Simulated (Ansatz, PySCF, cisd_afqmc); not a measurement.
Species: C$_{2}$H$_{6}$S, charge 0, singlet. C2H6S (ethanethiol, SMILES CCS).
B3LYP-D3(BJ)/def2-TZVP minimum from Ansatz (a program for electronic structure):
```xyz
9

C      1.5260     0.6696    -0.0051
C      0.0131     0.8318     0.0111
S     -0.7684    -0.8280    -0.0040
H     -2.0453    -0.4120     0.0134
H     -0.3062     1.3641     0.9064
H     -0.3226     1.3880    -0.8635
H      2.0088     1.6484     0.0036
H      1.8712     0.1133     0.8677
H      1.8548     0.1370    -0.8989
```
Charge 0, spin multiplicity 1.

Atomisation energy term by term, kcal/mol (programs: Ansatz, cisd_afqmc). Radicals and triplets start from unrestricted determinants; spin-orbit coupling is neglected. Correlated methods leave the cores frozen. Rows without X2C or -DK are non-relativistic. AFQMC/CISD: phaseless, guided by CISD from CCSD amplitudes; bars are statistical, one sigma. Outlying blocks are dropped, and bars are widened where a walk drifts. Over all cases where full CI ran beside it in this data, AFQMC minus full CI had a median of +0.1 mEh and passed +0.4 mEh in a tenth of the cases. CBS(X,Y): correlation extrapolated as X^-3, Hartree-Fock from the larger set. A bracket is a step between two methods taken in the basis named. 'core' is core correlation in cc-pwCVTZ (1s frozen past Ne), 'X2C' scalar relativity in cc-pVTZ-DK, both at CCSD(T). Where a partner has so few electrons that a lower coupled-cluster level is exact, that level stands in.

```tsv
term	basis	kcal/mol
Hartree-Fock	cc-pV(Q+d)Z	575.28
CCSD correlation	CBS(cc-pV(T+d)Z,cc-pV(Q+d)Z)	183.44
(T)	CBS(cc-pV(T+d)Z,cc-pV(Q+d)Z)	10.29
CCSDT(Q) - CCSD(T)	cc-pV(D+d)Z	0.40
core correlation	cc-pwCVTZ	2.63
scalar relativity	X2C, cc-pVTZ-DK	-0.76
minus zero-point energy	Hessian by PySCF at B3LYP-D3(BJ)/def2-TZVP	-46.84
sum: D0		724.4
```

The step beyond CCSD(T) by other levels: AFQMC/CISD in cc-pV(D+d)Z 0.70 ± 0.28 kcal/mol.
